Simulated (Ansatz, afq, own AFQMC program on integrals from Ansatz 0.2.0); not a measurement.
AlPH, doublet: AFQMC among the cluster methods

```yaml
atoms:
  - { symbol: Al, position_ang: [0.0000, 0.0000, 0.4625] }
  - { symbol: P, position_ang: [0.0000, 0.0000, -2.5065] }
  - { symbol: H, position_ang: [0.0000, 0.0000, 2.0439] }
```

Connectivity, by distances: AlH ··· P.

Basis 6-31G. Only valence electrons are correlated. Ansatz 0.2.0 and our own AFQMC program on the same integrals; the CISD trial comes from CCSD amplitudes, and released means the phaseless constraint is let go. Error bars are statistical, one sigma.

Determinant: ROHF, the one that the program's search chose, which needn't be the lowest solution. The geometry is a point of a scan.

Full CI on the same integrals is exact in this basis and with this determinant's frozen core.

Cautions: a spin-contaminated unrestricted determinant lies lower (UHF 703 meV lower, ⟨S²⟩ 2.25); strong correlation (T1 0.115, weight of the determinant 0.67, largest double 0.20); CCSD(T) is in doubt: in a space of 9 electrons in 8 natural orbitals full CI lies 80 meV below it; the released energies are still falling, so no released level is given (meV from the phaseless value at times in 1/Eh: -4 ± 7 at 0.24, -8 ± 6 at 0.51, -12 ± 5 at 0.99, -22 ± 5 at 1.62, 11 ± 31 at 2.40); the next higher spin lies close (full CI puts it 135 meV above).

```
T1 diagnostic                               : 0.1151
weight of the determinant in the CISD state : 0.671
size of the correlated space                : 9 electrons in 18 orbitals
```

| level | correlation energy (eV) |
| --- | --- |
| MP2 | -1.7209 |
| CCSD | -2.6979 |
| CCSD(T) | -2.8402 |

(1) Estimate where phaseless AFQMC with the Hartree–Fock trial lies against CCSD(T) on the same integrals.

(1) 1.92 ± 0.79 kcal/mol above CCSD(T).

Reference: full CI, correlation energy -2.944 eV. The cautions show a poor starting determinant, so the rows tell how each method copes with it here, and full CI is the sure value.

```
        level  E − E(reference) (kcal/mol)  share of correlation (%)
      CCSD(T)                         2.39                     96.48
        CCSDT                         0.35                     99.48
     CCSDT(Q)                        -0.32                    100.48
       CCSDTQ                        -0.01                    100.01
  ph-AFQMC/HF                  4.31 ± 0.79                     93.65
ph-AFQMC/CISD                  1.83 ± 0.18                     97.31
```

CCSDT and higher add their correlation energy to the determinant of the CCSD(T) run, since their own runs factorise the integrals more tightly (a shift of under 2 meV). A walk keeps the symmetry of its determinant, which the program's search chose and which needn't be the lowest solution, so a lower state of the same spin and another symmetry isn't excluded.
